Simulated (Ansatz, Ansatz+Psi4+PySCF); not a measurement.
```json
{"atom": "B", "x (Å)": "0.0000", "y (Å)": "0.0000", "z (Å)": "-1.3280"}
{"atom": "N", "x (Å)": "0.0000", "y (Å)": "0.0000", "z (Å)": "0.0000"}
{"atom": "B", "x (Å)": "0.0000", "y (Å)": "0.0000", "z (Å)": "1.3120"}
```

Basis set: cc-pVTZ (spherical functions). Correlated methods keep 3 orbitals frozen. Correlation on ROHF uses semicanonical orbitals with singles. Charge 0, multiplicity 2.

Computed with Ansatz (development build ahead of 0.2.0); each method stands on the lowest determinant of its kind that the runs found.

The atomization energy at this shape (free ground-state atoms in the same class of orbitals less the molecule, no zero-point energy) of doublet B2N:

```csv
method,atomization energy
UHF-CCSD,972.2 kJ/mol
ROHF-MP2,1073.7 kJ/mol
UHF-MP2,1071.3 kJ/mol
ROHF,739.5 kJ/mol
UHF,718.0 kJ/mol
```

Q: What does UHF-CCSD(T) give?

A: 1015.2 kJ/mol. Caution for UHF-CCSD(T), ROHF-MP2, UHF-MP2: another reference gives a lower total. Caution for UHF-CCSD(T), UHF-CCSD, ROHF-MP2, UHF-MP2: large amplitudes, a single reference is doubtful. Caution for ROHF-MP2, ROHF: the determinant may break the point group.
